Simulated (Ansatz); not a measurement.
Geometry optimisation, Ansatz, RKS PBE0-D4/def2-SVP.

The input (input.yaml):

```yaml
crystal:
  periodic: [false, false, false]
  atoms:
    - { symbol: Al, position_ang: [0.0, 0.0, 0.0] }
    - { symbol: "N", position_ang: [0.0, 0.0, 2.27] }
    - { symbol: H, position_ang: [-0.877, -0.2713, 2.8] }
    - { symbol: H, position_ang: [0.877, 0.2713, 2.8] }
    - { symbol: H, position_ang: [1.351, 0.0, -0.78] }
    - { symbol: H, position_ang: [-1.351, 0.0, -0.78] }
    - { symbol: F, position_ang: [-0.2489, 1.872, 0.6275] }
    - { symbol: H, position_ang: [-0.1681, 1.2645, 1.7547] }
basis:
  gaussian: { orbitals: def2-SVP }
hamiltonian:
  xc: pbe0
  dispersion: d4
relax:
  f_tol: 0.15
  max_steps: 25
  restrain:
    - { distance: [0, 6], at: 2.89, k: 30.0 }
    - { distance: [7, 1], at: 2.26, k: 30.0 }
    - { distance: [0, 1], at: 1.92, k: 30.0 }
    - { distance: [7, 6], at: 0.92, k: 30.0 }
```

Run as:

```bash
$ ansatz run input.yaml --threads 1 --pin off --max-ram 2048MiB --backend cpu --events-out ev --progress --plain --runs-dir out
```

Task: Where does it end, and by what steps?

Result: It converged. The restraints hold the end off the free minimum. After 7 steps the energy has fallen by 0.275 eV (the restraints' own energy left out); H8 moved furthest, 0.82 Å. Parted: Al1–F7 (1.99 → 2.88 Å). Joined: F7–H8 (1.28 → 0.93 Å).

```csv
step,energy less start (eV),largest force component (eV/Å),accepted
0,0.0000,2.834,yes
1,0.5238,2.111,yes
2,0.5967,1.782,yes
3,0.3462,1.577,yes
4,-0.1256,1.112,yes
5,-0.1708,1.564,yes
6,-0.2722,1.594,yes
7,-0.2748,1.435,yes
```

```xyz
8
Properties=species:S:1:pos:R:3
Al 0.008 -0.201 0.156
N 0.016 -0.128 2.029
H -0.790 -0.404 2.581
H 0.863 -0.217 2.584
H 1.432 -0.126 -0.528
H -1.382 -0.430 -0.566
F -0.315 2.580 0.834
H -0.249 2.062 1.603
```

Run time: 18 s on 1 thread of Arm Neoverse V2, on a shared host, peak memory 0.14 GiB.
